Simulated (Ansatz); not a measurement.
Consider vertical spin-state energies of C4H3Cl, SMILES ClC1=CC=C1 (Ansatz's Python interface).

Script `c4h3cl_spin.py`:
```python
"""Vertical spin-state energies of C4H3Cl."""

import ansatz as az
from ase import Atoms


def main() -> None:
    atoms = Atoms(["Cl", "C", "C", "C", "C", "H", "H", "H"], positions=[
        (-1.4851, -0.6612, 2.0837),
        (-0.5119, -0.1919, 0.7169),
        (0.4521, 0.6901, 0.4771),
        (0.6682, 0.2307, -0.8592),
        (-0.3983, -0.6658, -0.6455),
        (0.997, 1.4581, 1.0762),
        (1.2522, 0.4811, -1.6951),
        (-0.8821, -1.3981, -1.2096),
    ])
    mol = az.Crystal.molecule_from_ase(atoms)

    calculation = (
        mol.calculation()
        .basis(gaussian="6-31G*")
        .functional("pbe")
        .scf(lower_state_search="off")
    )
    found = {}
    for unpaired in [0, 2]:
        report = calculation.spin("collinear", total=unpaired).run(threads=1, backend="cpu").report
        s = unpaired / 2
        found[unpaired] = report["free_energy_ev"]
        print(f"2S+1 = {unpaired + 1}: E = {found[unpaired]:.5f} eV, <S^2> = {abs(report['mean_field']['state']['spin_squared']):.3f} (pure state {s * (s + 1):.2f})")
    lowest = min(found, key=found.get)
    for unpaired, e in found.items():
        print(f"multiplicity {unpaired + 1}: {96.485332 * (e - found[lowest]):.1f} kJ/mol above the lowest")


if __name__ == "__main__":
    main()
```

Which spin state is lowest at this geometry, and how far above lie the others?

In order: multiplicity 3 (+0.00 eV) and multiplicity 1 (+0.17 eV), all at the one geometry.

The output:

```console
$ python c4h3cl_spin.py
2S+1 = 1: E = -16703.57108 eV, <S^2> = 0.000 (pure state 0.00)
2S+1 = 3: E = -16703.73668 eV, <S^2> = 2.003 (pure state 2.00)
multiplicity 1: 16.0 kJ/mol above the lowest
multiplicity 3: 0.0 kJ/mol above the lowest
```

These settings explore the input space; basis and method may be short of convergence. The geometry is a force-field or estimated start, not a minimum of this method, and the basis set is short of its limit. All parts are taken at fixed geometry, without zero-point energy. The whole script took 4.4 s on 1 thread of Arm Neoverse V2 (shared host), peak memory 0.19 GiB.

(Lines on the test bed's own set-up are left out of the output.)
